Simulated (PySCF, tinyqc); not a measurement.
G0W0 on RHF in the sto-6g basis, for HF, spin multiplicity 1, step by step. The lowest restricted solution is unstable here: a spin-polarised one lies 0.0290 hartree lower (PySCF). Computed by tinyqc, a small Python program that keeps every step (integrals from PySCF). Settings: charge = 0, multiplicity = 1, basis = sto-6g, method = RHF, energy threshold = 1e-10, iteration cap = 80, orthogonalisation = canonical, start = core, DIIS depth = 6. Command: `OMP_NUM_THREADS=1 python tinyqc.py 28416 28417 out.jsonl` (the two numbers bound the seeds that draw the settings). One thread of a shared host (Intel(R) Xeon(R) Processor @ 2.60GHz), about 0.08 s of CPU time with the checks. The early iterations of the SCF are left out here.

## One-electron integrals

Geometry (angstrom):
```
atom         x         y         z
F     0.000000  0.000000  0.000000
H     0.000000  0.000000  1.392000
```

Basis sto-6g: exponents (1/bohr^2) and contraction coefficients of normalised primitives:
```
element  l (shell)     exponent  coefficient
F            s (1)  1728.626574     0.009164
F            s (1)   316.941790     0.049361
F            s (1)    88.668891     0.168538
F            s (1)    30.460157     0.370563
F            s (1)    11.828570     0.416492
F            s (1)     4.871659     0.130334
F            s (2)    67.032281    -0.013253
F            s (2)    13.267438    -0.046992
F            s (2)     4.123510    -0.033785
F            s (2)     1.586463     0.250242
F            s (2)     0.689002     0.595117
F            s (2)     0.315820     0.240706
F            p (3)    67.032281     0.003760
F            p (3)    13.267438     0.037679
F            p (3)     4.123510     0.173897
F            p (3)     1.586463     0.418036
F            p (3)     0.689002     0.425860
F            p (3)     0.315820     0.101708
H            s (1)    35.523221     0.009164
H            s (1)     6.513144     0.049361
H            s (1)     1.822143     0.168538
H            s (1)     0.625955     0.370563
H            s (1)     0.243077     0.416492
H            s (1)     0.100112     0.130334
```

Overlap, kinetic and nuclear-attraction integrals over the contracted functions; the nuclear repulsion is the sum of Za Zb / Rab.

nuclear repulsion = 3.42140438 hartree

overlap S:
```
           1F 1s     1F 2s    1F 2px    1F 2py    1F 2pz     2H 1s
1F 1s   1.000000  0.232479  0.000000  0.000000  0.000000  0.016849
1F 2s   0.232479  1.000000  0.000000  0.000000  0.000000  0.204134
1F 2px  0.000000  0.000000  1.000000  0.000000  0.000000  0.000000
1F 2py  0.000000  0.000000  0.000000  1.000000  0.000000  0.000000
1F 2pz  0.000000  0.000000  0.000000  0.000000  1.000000  0.183115
2H 1s   0.016849  0.204134  0.000000  0.000000  0.183115  1.000000
```

kinetic energy T (hartree):
```
            1F 1s      1F 2s    1F 2px    1F 2py    1F 2pz      2H 1s
1F 1s   37.397730  -1.143349  0.000000  0.000000  0.000000  -0.004886
1F 2s   -1.143349   1.082297  0.000000  0.000000  0.000000  -0.005137
1F 2px   0.000000   0.000000  3.251325  0.000000  0.000000   0.000000
1F 2py   0.000000   0.000000  0.000000  3.251325  0.000000   0.000000
1F 2pz   0.000000   0.000000  0.000000  0.000000  3.251325   0.040694
2H 1s   -0.004886  -0.005137  0.000000  0.000000  0.040694   0.768522
```

nuclear attraction V (hartree):
```
             1F 1s       1F 2s      1F 2px      1F 2py      1F 2pz      2H 1s
1F 1s   -78.202608   -7.954088    0.000000    0.000000   -0.006911  -0.658570
1F 2s    -7.954088  -11.855502    0.000000    0.000000   -0.081646  -1.652893
1F 2px    0.000000    0.000000  -11.842413    0.000000    0.000000   0.000000
1F 2py    0.000000    0.000000    0.000000  -11.842413    0.000000   0.000000
1F 2pz   -0.006911   -0.081646    0.000000    0.000000  -11.880156  -1.268950
2H 1s    -0.658570   -1.652893    0.000000    0.000000   -1.268950  -4.639542
```

core Hamiltonian H = T + V (hartree):
```
             1F 1s       1F 2s     1F 2px     1F 2py     1F 2pz      2H 1s
1F 1s   -40.804878   -9.097437   0.000000   0.000000  -0.006911  -0.663456
1F 2s    -9.097437  -10.773205   0.000000   0.000000  -0.081646  -1.658030
1F 2px    0.000000    0.000000  -8.591087   0.000000   0.000000   0.000000
1F 2py    0.000000    0.000000   0.000000  -8.591087   0.000000   0.000000
1F 2pz   -0.006911   -0.081646   0.000000   0.000000  -8.628830  -1.228257
2H 1s    -0.663456   -1.658030   0.000000   0.000000  -1.228257  -3.871020
```

## Two-electron integrals

Functions are numbered as in S; the eight-fold symmetry (ij|kl) = (ji|kl) = (kl|ij) leaves the list below.

Two-electron integrals (ij|kl) in chemists' order, unique and non-zero (hartree):
```
(11|11) 5.406240   (21|11) 0.768129   (21|21) 0.138909   (22|11) 1.266271
(22|21) 0.283987   (22|22) 0.926367   (31|31) 0.029452   (32|31) 0.044681
(32|32) 0.204753   (33|11) 1.266273   (33|21) 0.283987   (33|22) 0.926366
(33|33) 0.998085   (41|41) 0.029452   (42|41) 0.044681   (42|42) 0.204753
(43|43) 0.053789   (44|11) 1.266273   (44|21) 0.283987   (44|22) 0.926366
(44|33) 0.890506   (44|44) 0.998085   (51|51) 0.029452   (52|51) 0.044681
(52|52) 0.204753   (53|53) 0.053789   (54|54) 0.053789   (55|11) 1.266273
(55|21) 0.283987   (55|22) 0.926366   (55|33) 0.890506   (55|44) 0.890506
(55|55) 0.998085   (61|11) 0.059115   (61|21) 0.010260   (61|22) 0.020559
(61|33) 0.020526   (61|44) 0.020526   (61|51) 0.000445   (61|52) 0.000878
(61|55) 0.020626   (61|61) 0.000770   (62|11) 0.169290   (62|21) 0.038631
(62|22) 0.143091   (62|33) 0.141029   (62|44) 0.141029   (62|51) 0.002805
(62|52) 0.022221   (62|55) 0.147215   (62|61) 0.002861   (62|62) 0.029040
(63|31) 0.004022   (63|32) 0.023922   (63|53) 0.004524   (63|63) 0.003982
(64|41) 0.004022   (64|42) 0.023922   (64|54) 0.004524   (64|64) 0.003982
(65|11) 0.124625   (65|21) 0.028807   (65|22) 0.113905   (65|33) 0.109409
(65|44) 0.109409   (65|51) 0.005752   (65|52) 0.039816   (65|55) 0.122897
(65|61) 0.002212   (65|62) 0.028357   (65|65) 0.031317   (66|11) 0.377699
(66|21) 0.087751   (66|22) 0.374384   (66|33) 0.364372   (66|44) 0.364372
(66|51) 0.006586   (66|52) 0.074678   (66|55) 0.394408   (66|61) 0.006515
(66|62) 0.105872   (66|65) 0.119236   (66|66) 0.774999
```

## Orthogonalisation

S = U s U^T; canonical form X = U s^(-1/2), so that X^T S X = 1. Each column of U has its largest component positive (the first on a tie).

eigenvalues of S: 0.671578  0.865019  1.000000  1.000000  1.118539  1.344865

X:
```
                1          2          3         4          5         6
1F 1s   -0.523798   0.614696   0.000000  0.000000  -0.502685  0.391612
1F 2s    0.788697  -0.321578   0.000000  0.000000  -0.285778  0.546354
1F 2px   0.000000   0.000000   0.972995  0.230824   0.000000  0.000000
1F 2py   0.000000   0.000000  -0.230824  0.972995   0.000000  0.000000
1F 2pz   0.374887   0.661220   0.000000  0.000000   0.628004  0.253288
2H 1s   -0.672372  -0.487411   0.000000  0.000000   0.406537  0.477023
```

Within a degenerate level the vectors are fixed only up to a rotation; this is one choice.

## Starting guess

The start is the orbitals of the core Hamiltonian; D = 2 C_occ C_occ^T.

D at the start:
```
            1F 1s      1F 2s    1F 2px    1F 2py     1F 2pz      2H 1s
1F 1s    2.115984  -0.501361  0.000000  0.000000  -0.009063   0.035677
1F 2s   -0.501361   2.166115  0.000000  0.000000   0.049846  -0.147225
1F 2px   0.000000   0.000000  2.000000  0.000000   0.000000   0.000000
1F 2py   0.000000   0.000000  0.000000  2.000000   0.000000   0.000000
1F 2pz  -0.009063   0.049846  0.000000  0.000000   2.046891  -0.161763
2H 1s    0.035677  -0.147225  0.000000  0.000000  -0.161763   0.022269
```

## Iteration 7 (converged): orbitals

converged F (hartree):
```
             1F 1s      1F 2s     1F 2px     1F 2py     1F 2pz      2H 1s
1F 1s   -26.265965  -6.372552   0.000000   0.000000  -0.011686  -0.467711
1F 2s    -6.372552  -2.883243   0.000000   0.000000  -0.010051  -0.481662
1F 2px    0.000000   0.000000  -0.473356   0.000000   0.000000   0.000000
1F 2py    0.000000   0.000000   0.000000  -0.473356   0.000000   0.000000
1F 2pz   -0.011686  -0.010051   0.000000   0.000000  -0.193385  -0.367366
2H 1s    -0.467711  -0.481662   0.000000   0.000000  -0.367366  -0.224411
```

Diagonalise F' = X^T F X, C = X C', fill 5 alpha and 5 beta electrons from the bottom; D = 2 C_occ C_occ^T. Each column has its largest component positive (the first on a tie).

F' = X^T F X (hartree):
```
           1          2          3          4          5          6
1  -3.498092   5.286626   0.000000   0.000000  -4.881899   4.282845
2   5.286626  -7.480454   0.000000   0.000000   7.686049  -7.057988
3   0.000000   0.000000  -0.473356   0.000000   0.000000   0.000000
4   0.000000   0.000000   0.000000  -0.473356   0.000000   0.000000
5  -4.881899   7.686049   0.000000   0.000000  -8.690473   7.854299
6   4.282845  -7.057988   0.000000   0.000000   7.854299  -8.198891
```

orbital energies (hartree): MO1 -26.269029, MO2 -1.419766, MO3 -0.473356, MO4 -0.473356, MO5 -0.447081, MO6 0.267966

coefficients C:
```
              MO1        MO2       MO3        MO4        MO5        MO6
1F 1s    0.997264  -0.246961  0.000000   0.000000   0.035718   0.038306
1F 2s    0.011602   1.010206  0.000000   0.000000  -0.193749  -0.217802
1F 2px   0.000000   0.000000  0.997627  -0.068844   0.000000   0.000000
1F 2py   0.000000   0.000000  0.068844   0.997627   0.000000   0.000000
1F 2pz   0.000678   0.012190  0.000000   0.000000   0.689179  -0.749119
2H 1s   -0.001328   0.071533  0.000000   0.000000   0.617766   0.834100
```

D after iteration 7:
```
            1F 1s      1F 2s    1F 2px    1F 2py     1F 2pz      2H 1s
1F 1s    2.113601  -0.489664  0.000000  0.000000   0.044563   0.006150
1F 2s   -0.489664   2.116379  0.000000  0.000000  -0.242412  -0.094887
1F 2px   0.000000   0.000000  2.000000  0.000000   0.000000   0.000000
1F 2py   0.000000   0.000000  0.000000  2.000000   0.000000   0.000000
1F 2pz   0.044563  -0.242412  0.000000  0.000000   0.950234   0.853245
2H 1s    0.006150  -0.094887  0.000000  0.000000   0.853245   0.773507
```

Within a degenerate level the vectors are fixed only up to a rotation; this is one choice.

## Convergence

Stop when the energy changes by less than 1e-10 hartree and every element of the error matrix X^T (F D S - S D F) X is below 3e-06.

Course of the cycle:
```
iteration   E (hartree)     change  largest element of the error matrix
1          -98.84324253          -                             2.94e-01
2          -99.33823576  -4.95e-01                             1.76e-01
3          -99.38250482  -4.43e-02                             4.03e-02
4          -99.38347481  -9.70e-04                             3.19e-03
5          -99.38348511  -1.03e-05                             1.27e-04
6          -99.38348513  -1.76e-08                             5.91e-07
7          -99.38348513  -6.54e-13                             5.96e-10
```

PySCF RHF in the same basis = -99.38348513 hartree

Converged in 7 iterations.

## Populations, bond orders and dipole

Mulliken: Z minus the diagonal of D S on the atom; Loewdin: the same with S^(1/2) D S^(1/2); Mayer order: 2 sum_s sum (D(s) S)_ij (D(s) S)_ji over the two atoms.

Charges (e):
```
atom   Mulliken    Loewdin
1F    -0.089517  -0.078639
2H     0.089517   0.078639
```

Mayer bond orders:
```
pair     order
2-1   0.991987
```

dipole moment about the origin, x y z (debye): 0.000000  0.000000  0.995886

## Integrals over molecular orbitals

(pq|rs) = sum C_ip C_jq C_kr C_ls (ij|kl), one index at a time.

one-electron integrals over orbitals h = C^T H C (hartree):
```
            1          2          3          4          5          6
1  -40.792049   0.737713   0.000000   0.000000  -0.101896  -0.115301
2    0.737713  -9.185015   0.000000   0.000000   0.423929   0.640494
3    0.000000   0.000000  -8.591087   0.000000   0.000000   0.000000
4    0.000000   0.000000   0.000000  -8.591087   0.000000   0.000000
5   -0.101896   0.423929   0.000000   0.000000  -6.563064   2.406396
6   -0.115301   0.640494   0.000000   0.000000   2.406396  -5.885900
```

Two-electron integrals over orbitals (pq|rs), unique and non-zero (hartree):
```
(11|11) 5.382758    (21|11) -0.538953   (21|21) 0.086957    (22|11) 1.262906
(22|21) -0.024863   (22|22) 0.884776    (31|31) 0.030342    (32|31) 0.040308
(32|32) 0.191807    (33|11) 1.265991    (33|21) -0.014345   (33|22) 0.902747
(33|33) 0.998085    (41|41) 0.030342    (42|41) 0.040308    (42|42) 0.191807
(43|43) 0.053789    (44|11) 1.265991    (44|21) -0.014345   (44|22) 0.902747
(44|33) 0.890506    (44|44) 0.998085    (51|11) 0.079265    (51|21) -0.012596
(51|22) 0.004689    (51|33) 0.002023    (51|44) 0.002023    (51|51) 0.016730
(52|11) -0.102102   (52|21) 0.004069    (52|22) -0.044493   (52|33) -0.055870
(52|44) -0.055870   (52|51) 0.020531    (52|52) 0.125007    (53|31) -0.005351
(53|32) -0.021706   (53|53) 0.032476    (54|41) -0.005351   (54|42) -0.021706
(54|54) 0.032476    (55|11) 0.857429    (55|21) -0.007684   (55|22) 0.669625
(55|33) 0.654787    (55|44) 0.654787    (55|51) -0.001473   (55|52) -0.007761
(55|55) 0.649418    (61|11) 0.086474    (61|21) -0.014352   (61|22) 0.002971
(61|33) 0.002267    (61|44) 0.002267    (61|51) -0.013521   (61|52) -0.022408
(61|55) 0.003889    (61|61) 0.018702    (62|11) -0.125108   (62|21) 0.003700
(62|22) -0.068314   (62|33) -0.068216   (62|44) -0.068216   (62|51) -0.019922
(62|52) -0.084659   (62|55) -0.020422   (62|61) 0.019375    (62|62) 0.090613
(63|31) -0.005518   (63|32) -0.022680   (63|53) -0.024080   (63|63) 0.027878
(64|41) -0.005518   (64|42) -0.022680   (64|54) -0.024080   (64|64) 0.027878
(65|11) -0.442846   (65|21) 0.006809    (65|22) -0.262113   (65|33) -0.263896
(65|44) -0.263896   (65|51) 0.001299    (65|52) 0.067967    (65|55) -0.087232
(65|61) -0.003648   (65|62) 0.028157    (65|65) 0.250991    (66|11) 0.814939
(66|21) -0.008207   (66|22) 0.621775    (66|33) 0.607643    (66|44) 0.607643
(66|51) 0.008112    (66|52) 0.037396    (66|55) 0.632963    (66|61) -0.006011
(66|62) -0.046590   (66|65) -0.027217   (66|66) 0.655126
```

## Screening: direct RPA

With D = e_a - e_i and K = (ia|jb): diagonalise D^(1/2) (D + 4K) D^(1/2) = Z w^2 Z^T; X + Y = D^(1/2) Z w^(-1/2), each column of Z with its largest component positive (the first on a tie); E_c = (sum w - tr (D + 2K)) / 2.

D^(1/2) (D + 4K) D^(1/2) (hartree^2):
```
            1>6       2>6       3>6       4>6        5>6
1>6  706.197246  0.518667  0.000000  0.000000  -0.063569
2>6    0.518667  3.460157  0.000000  0.000000   0.123725
3>6    0.000000  0.000000  0.632224  0.000000   0.000000
4>6    0.000000  0.000000  0.000000  0.632224   0.000000
5>6   -0.063569  0.123725  0.000000  0.000000   1.229173
```

excitation energies w (hartree): 0.795125  0.795125  1.105586  1.861887  26.574379

X + Y:
```
            1          2          3          4          5
1>6  0.000000   0.000000   0.000640  -0.002763   0.999296
2>6  0.000000   0.000000  -0.068243   0.950630   0.000186
3>6  0.121388   0.957913   0.000000   0.000000   0.000000
4>6  0.957913  -0.121388   0.000000   0.000000   0.000000
5>6  0.000000   0.000000   0.802985   0.034229  -0.000015
```

RPA correlation energy = -0.06121866 hartree

Within a degenerate level the vectors are fixed only up to a rotation; this is one choice.

## G0W0 on Hartree-Fock: HOMO

W(p,q,m) = sqrt2 sum_ia (pq|ia) (X+Y)_ia,m; Sigma_c(x) = sum_(i,m) W^2/(x - e_i + w_m) + sum_(a,m) W^2/(x - e_a - w_m); solve x = e_p + Sigma_c(x) by Newton steps; Z = 1/(1 - dSigma/dx); 1 hartree = 27.211386 eV.

The 12 largest terms at x = e_p (hartree; W for the signs of X + Y given):
```
q  m          W       term
6  3   0.282303  -0.043773
5  3  -0.097086   0.008526
2  4  -0.110437   0.004303
2  3   0.085333   0.003504
4  1  -0.032620   0.001295
3  2  -0.032620   0.001295
6  4   0.050017  -0.000971
5  4  -0.031692   0.000539
2  5  -0.031691   0.000036
1  4  -0.026667   0.000026
3  1  -0.004134   0.000021
4  2   0.004134   0.000021
```

Newton steps (hartree):
```
step          x  Sigma_c(x)         Z
0     -0.447081   -0.025170  0.962620
1     -0.471310   -0.024230  0.962632
2     -0.471310   -0.024230  0.962632
```

quasiparticle energy of the HOMO = -12.825007 eV

Hartree-Fock value = -12.165681 eV

## G0W0 on Hartree-Fock: LUMO

As before.

The 12 largest terms at x = e_p (hartree; W for the signs of X + Y given):
```
q  m          W       term
5  3   0.282303   0.043773
2  4   0.123106   0.004270
6  4  -0.063930  -0.002195
5  4   0.050017   0.000971
4  1   0.037766   0.000928
3  2   0.037766   0.000928
6  3  -0.026416  -0.000631
2  3   0.023247   0.000193
2  5   0.027405   0.000027
1  4   0.025798   0.000023
3  1   0.004786   0.000015
4  2  -0.004786   0.000015
```

Newton steps (hartree):
```
step         x  Sigma_c(x)         Z
0     0.267966    0.048330  0.972128
1     0.314949    0.047011  0.973262
2     0.314977    0.047011  0.973263
```

quasiparticle energy of the LUMO = 8.570949 eV

Hartree-Fock value = 7.291723 eV
